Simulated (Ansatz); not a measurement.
**C₂H₅Cl (singlet): wave-function methods side by side, 6-31G***

The task here is to estimate one member of a computed series from the others.

Computed with Ansatz 0.2.0, Gaussian basis. Level: 6-31G*, core rule «outside noble gas», up to 7 orbitals frozen.

The runs, in order: UHF; CCSD(T) on RHF; BCCD(T) on RHF; CISD; CCSDT(Q) on RHF; CASSCF and MRCISD+Q, 8 electrons in 8 orbitals; CASSCF and NEVPT2, 8 electrons in 8 orbitals.

14 further runs of the same task are left out: 1 that didn't finish, 13 set aside as unsound or not needed.

### The geometry

The geometry is an MP2(full)/6-31G* stationary point (not a proven minimum).

8 atoms, charge 0, spin multiplicity 1.

Atoms are counted from 1 here; the program's logs count them from 0.

Bond lengths: C1–C2 1.514 Å, C1–Cl3 1.789 Å, C1–H4 1.090 Å, C1–H5 1.090 Å, C2–H6 1.094 Å, C2–H7 1.091 Å, C2–H8 1.091 Å. Angles: C2–C1–Cl3 111.4°, C2–C1–H4 111.5°, C2–C1–H5 111.5°, Cl3–C1–H4 106.8°, Cl3–C1–H5 106.8°, H4–C1–H5 108.6°, C1–C2–H6 109.5°, C1–C2–H7 110.9°, C1–C2–H8 110.9°, H6–C2–H7 108.5°, H6–C2–H8 108.5°, H7–C2–H8 108.5°.

The first run:

in.yaml reads:

```yaml
crystal:
  periodic: [false, false, false]
  atoms:
    - {symbol: C, position_ang: [0.094654, 0.894570, 0.000000]}
    - {symbol: C, position_ang: [1.600481, 0.734766, 0.000000]}
    - {symbol: Cl, position_ang: [-0.728899, -0.693036, 0.000000]}
    - {symbol: H, position_ang: [-0.250325, 1.428583, 0.885248]}
    - {symbol: H, position_ang: [-0.250325, 1.428583, -0.885248]}
    - {symbol: H, position_ang: [2.071557, 1.721811, 0.000000]}
    - {symbol: H, position_ang: [1.933900, 0.191184, 0.885398]}
    - {symbol: H, position_ang: [1.933900, 0.191184, -0.885398]}
basis:
  gaussian: {orbitals: "6-31G*"}
magnetization: {spin_polarized: true, initial_magnetization: 0}
hamiltonian: {xc: hf}
output: {orbitals: {seedname: orbitals}}
```

On the command line:

```sh
> ansatz run in.yaml --threads 1 --pin off --events-out ev --progress --plain --max-ram 4096MiB --backend cpu
```

Steps of the session up to this table: UHF; CCSD(T) on RHF; BCCD(T) on RHF; CISD; CCSDT(Q) on RHF; CASSCF and MRCISD+Q, 8 electrons in 8 orbitals; CASSCF and NEVPT2, 8 electrons in 8 orbitals.

One of the session's tables, all rows but one given; the rest of the session is left out.

It belongs to the step «Misses and costs». 

```
           method  from RCCSDT(Q) (meV)
              RHF              +12112.3
             RMP2               +1422.7
             CISD                     ?
            RCCSD                +343.0
         RCCSD(T)                 +35.7
          BCCD(T)                 +34.1
           RCCSDT                 +14.3
        RCCSDT(Q)                     0
  CASSCF frontier              +10014.1
  NEVPT2 frontier               +1539.7
  MRCISD frontier               +1149.5
MRCISD+Q frontier                +158.5
```

**Question.** Estimate the row for CISD.

As computed: from RCCSDT(Q) (meV): +1650.8. In the column «from RCCSDT(Q) (meV)» it lies between NEVPT2 frontier (+1539.7) and CASSCF frontier (+10014.1).
